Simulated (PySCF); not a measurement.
# Li2⁻ (quartet) at other levels of theory

What do other methods print for Li2⁻ (quartet)?

The runs use PySCF 2.14.0; each script names its method and basis.

4 further runs of the same task are left out: 4 that didn't finish.

## Step 1: Starting geometry

Li2⁻ (quartet): 2 atoms, charge -1, spin multiplicity 4.

No contacts short enough for the rule that draws bonds.

## Step 2: Base script

Contents of input.py:

```python
from pyscf import gto, dft
from pyscf.geomopt.geometric_solver import optimize

mol = gto.M(
    atom='Li 0 0 0; Li 0 0 2.804',
    basis='pcseg-1',
    charge=-1,
    spin=3,
    verbose=4,
)
mf = dft.ROKS(mol, xc='olyp')
mf = mf.density_fit(auxbasis='def2-universal-jkfit')
mf = mf.newton()
mf.kernel()
g = mf.nuc_grad_method()
g.grid_response = True
mol_eq = optimize(g.as_scanner(), maxsteps=30)
print('optimised geometry (angstrom)')
print(mol_eq.tostring('raw'))
print('orbital energies (hartree):', mf.mo_energy[..., max(0, mol.nelec[1]-3):mol.nelec[0]+3].round(4))
```

Started as:

```bash
OMP_NUM_THREADS=1 python input.py
```

## Step 3: Wb97x

Run 1 changes functional: olyp → wb97x.

Edit input.py of step 2 so:

```diff
@@ -10,3 +10,3 @@
 )
-mf = dft.ROKS(mol, xc='olyp')
+mf = dft.ROKS(mol, xc='wb97x')
 mf = mf.density_fit(auxbasis='def2-universal-jkfit')
```

## Step 4: 0.5*hf+0.5*b88,lyp

Run 2 changes functional: olyp → 0.5*hf+0.5*b88,lyp.

Edit input.py of step 2 so:

```diff
@@ -10,3 +10,3 @@
 )
-mf = dft.ROKS(mol, xc='olyp')
+mf = dft.ROKS(mol, xc='0.5*hf+0.5*b88,lyp')
 mf = mf.density_fit(auxbasis='def2-universal-jkfit')
```

## Step 5: CCSD (ROHF)

Run 3 changes step after the SCF: optimize → ccsd; SCF type: ROKS → ROHF; functional: olyp → none (Hartree–Fock).

Contents of input.py:

```python
from pyscf import gto, scf, cc

mol = gto.M(
    atom='Li 0 0 0; Li 0 0 2.804',
    basis='pcseg-1',
    charge=-1,
    spin=3,
    verbose=4,
)
mf = scf.ROHF(mol)
mf = mf.density_fit(auxbasis='def2-universal-jkfit')
mf = mf.newton()
mf.kernel()
mycc = cc.CCSD(mf)
mycc.kernel()
mf.dip_moment()
print('orbital energies (hartree):', mf.mo_energy[..., max(0, mol.nelec[1]-3):mol.nelec[0]+3].round(4))
```

## Step 6: Lc_wpbe

Run 4 changes functional: olyp → lc_wpbe.

Edit input.py of step 2 so:

```diff
@@ -10,3 +10,3 @@
 )
-mf = dft.ROKS(mol, xc='olyp')
+mf = dft.ROKS(mol, xc='lc_wpbe')
 mf = mf.density_fit(auxbasis='def2-universal-jkfit')
```

## Step 7: EOM-EA (ROHF)

Run 5 changes step after the SCF: optimize → eomea; SCF type: ROKS → ROHF; functional: olyp → none (Hartree–Fock); number of roots: none → 4.

Contents of input.py:

```python
from pyscf import gto, scf, cc

mol = gto.M(
    atom='Li 0 0 0; Li 0 0 2.804',
    basis='pcseg-1',
    charge=-1,
    spin=3,
    verbose=4,
)
mf = scf.ROHF(mol)
mf = mf.density_fit(auxbasis='def2-universal-jkfit')
mf = mf.newton()
mf.kernel()
mycc = cc.CCSD(mf)
mycc.kernel()
e = mycc.eaccsd(nroots=4)[0]
print('roots (eV) =', (e*27.211386).round(3))
mf.dip_moment()
print('orbital energies (hartree):', mf.mo_energy[..., max(0, mol.nelec[1]-3):mol.nelec[0]+3].round(4))
```

## Step 8: Tpssh

Run 6 changes functional: olyp → tpssh.

Edit input.py of step 2 so:

```diff
@@ -10,3 +10,3 @@
 )
-mf = dft.ROKS(mol, xc='olyp')
+mf = dft.ROKS(mol, xc='tpssh')
 mf = mf.density_fit(auxbasis='def2-universal-jkfit')
```

**Question.** What will these runs give? Wanted: for each run, E(SCF); from base; after the SCF.

The runs gave:

```csv
run,E(SCF) (hartree),from base (eV),cycles,after the SCF
base,-14.954298,0,3 macro,"bond 3.213 Å, -0.042 eV"
wb97x,-14.942486,not comparable,3 macro,"bond 3.178 Å, -0.043 eV"
"0.5*hf+0.5*b88,lyp",-14.946127,not comparable,3 macro,"bond 3.121 Å, -0.026 eV"
CCSD (ROHF),-14.836677,not comparable,3 macro,CCSD correlation -0.324 eV
lc_wpbe,-14.933394,not comparable,3 macro,"bond 3.047 Å, -0.019 eV"
EOM-EA (ROHF),-14.836677,not comparable,3 macro,"CCSD correlation -0.324 eV, first root 3.94 eV"
tpssh,-14.967857,not comparable,3 macro,"bond 3.132 Å, -0.031 eV"
```

SCF columns refer to the geometry typed in the script.

What this shows: Total energies of different functionals can't be compared with each other; differences within one functional can. The dearest run is “EOM-EA (ROHF)”, at 30 s against 9.6 s.
